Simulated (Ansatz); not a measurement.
## Bulk modulus B0 of some transition metals

Method: LDA (Ansatz, an electronic-structure program, PAW). References are measured values corrected to a static lattice. The table is a random draw of 10 from 22 solids with such references.

Values in GPa.

```csv
solid,reference,LDA,error (%)
bcc Mo,265 (265–278),293,+10.6
fcc Cu,144,189,+31
hcp Re,369,405,+9.8
fcc Au,182,194,+6.6
fcc Ir,365,405,+11.0
bcc Ta,198,220,+11.1
fcc Ag,110 (104–111),139,+26
hcp Ru,318 (318–336),366,+15.1
hcp Os,425,448,+5.4
bcc V,161,209,+30
```

Over these 10 solids the mean error is +15.7 %, the mean absolute error 15.7 % (median 11.0 %), and the worst case fcc Cu at +31 %; the value is above the reference in 10 of 10 cases. Over all 22, from unrounded values, the mean error is +17.1 % and the mean absolute error 17.1 % (median 12.1 %).

All these references are brought to a static lattice.

Spin–orbit coupling is left out, also for the solids with elements from indium on (hcp Re, fcc Au, fcc Ir, bcc Ta, hcp Os); its size isn't shown.

In Ansatz's fits of the non-cubic solids, shape and atoms are relaxed at each volume.

Brackets give the range of the sources taken for a reference, where it is wide; it can hold other temperatures.

Differences are worked out from the printed values.

Each level is taken at its own relaxed cell. Ansatz's density-functional and Hartree–Fock values are scalar-relativistic unless marked +SOC, with PAW data made under PBE.

Ansatz's runs of these crystals have no spin polarisation.

Not in this set, of the transition metals with a reference value in our tables and a result at some level: 3 for sources at odds; 1 for a reference at room or unstated temperature. These can be a level's best or worst cases. Solids without a released value at any level aren't counted. Layered and molecular crystals are counted apart. The metals Ce to Yb are counted apart.

References as tabulated in doi:10.1021/acs.jctc.3c00612; Levämäki et al. (2014), arXiv:1402.3671; Mejia-Rodriguez and Trickey (2018), arXiv:1807.09216.
